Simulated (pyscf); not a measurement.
## Four-centre exchange: silanone (O=SiH₂) + water (H₂O) → O=SiH–OH + hydrogen (H₂)

Gas phase, singlet surface, charge 0. Bonds broken: Si2–H3, O5–H6. Bonds formed: Si2–O5, H3–H6. PySCF, gas phase, ωB97X-D3(BJ)/def2-SVP geometries.

Transition state (Å):

```xyz
7

O     -0.4303    -0.2455     1.7346
Si    -1.1318     0.0093     0.4006
H     -1.1971    -1.2979    -0.6895
H     -2.4449     0.6305     0.1355
O     -0.0997     0.5461    -0.9817
H     -0.5449    -0.6262    -1.1451
H      0.8425     0.5575    -0.7461
```

One imaginary mode, 1478i cm⁻¹; descent along it reached the two sides named, in the forms told below.

```json
[
 {"bond": "Si2–H3", "change": "breaks", "reactant side (Å)": "1.496", "saddle": "1.703", "product side": "2.7"},
 {"bond": "O5–H6", "change": "breaks", "reactant side (Å)": "0.970", "saddle": "1.265", "product side": "2.9"},
 {"bond": "Si2–O5", "change": "forms", "reactant side (Å)": "2.014", "saddle": "1.807", "product side": "1.639"},
 {"bond": "H3–H6", "change": "forms", "reactant side (Å)": "2.7", "saddle": "1.041", "product side": "0.761"}
]
```

Electronic energies relative to the separated reactants (kJ/mol):

```json
[
 {"level": "ωB97X-D3(BJ)/def2-TZVP", "barrier": "19.9", "reaction energy": "-123.9", "reverse barrier": "143.8"},
 {"level": "PBE/def2-TZVP", "barrier": "3.0", "reaction energy": "-118.4", "reverse barrier": "121.5"},
 {"level": "r²SCAN/def2-TZVP", "barrier": "-0.4", "reaction energy": "-130.1", "reverse barrier": "129.8"},
 {"level": "B3LYP-D3(BJ)/def2-TZVP", "barrier": "22.7", "reaction energy": "-122.9", "reverse barrier": "145.6"},
 {"level": "PBE0-D3(BJ)/def2-TZVP", "barrier": "8.2", "reaction energy": "-118.2", "reverse barrier": "126.4"},
 {"level": "M06-2X/def2-TZVP", "barrier": "16.4", "reaction energy": "-133.5", "reverse barrier": "149.9"},
 {"level": "ωB97M-D3(BJ)/def2-TZVP", "barrier": "21.4", "reaction energy": "-122.6", "reverse barrier": "144.0"},
 {"level": "HF/def2-TZVP", "barrier": "81.2", "reaction energy": "-115.6", "reverse barrier": "196.9"}
]
```

With ωB97M-D3(BJ)/def2-TZVP energies and thermal terms (ideal gas, 1 atm, RRHO with modes under 100 cm⁻¹ raised to 100, one conformer, R ln 2 for chiral ones without a mode under 150 cm⁻¹), in kJ/mol:

```csv
T (K),ΔH‡,ΔG‡,ΔH,ΔG
298,17.2,60.1,-132.1,-124.2
600,16.4,104.2,-128.2,-117.8
900,18.6,147.7,-124.6,-113.3
1200,21.8,190.3,-121.8,-110.0
```

On the reactant side the descent ends in an adduct with a O–Si contact, 91.9 kJ/mol under the separated species and 111.8 kJ/mol under the saddle at ωB97X-D3(BJ)/def2-TZVP. What is counted as formed (O–Si) is already present as a longer contact in the reactant adduct; forming that adduct is a step of its own. At the saddle there is also a short H–Si contact that neither side keeps. The same reactants have a lower exit, to HO–SiH₂–OH (barrier -79.8 kJ/mol at ωB97M-D3(BJ)/def2-TZVP, against +21.4 kJ/mol here). O=SiH–OH lies 41.2 kJ/mol over its isomer HO–Si:–OH [singlet] (electronic energy, ωB97M-D3(BJ)/def2-TZVP). One saddle was located; it need not be the lowest between these sides.
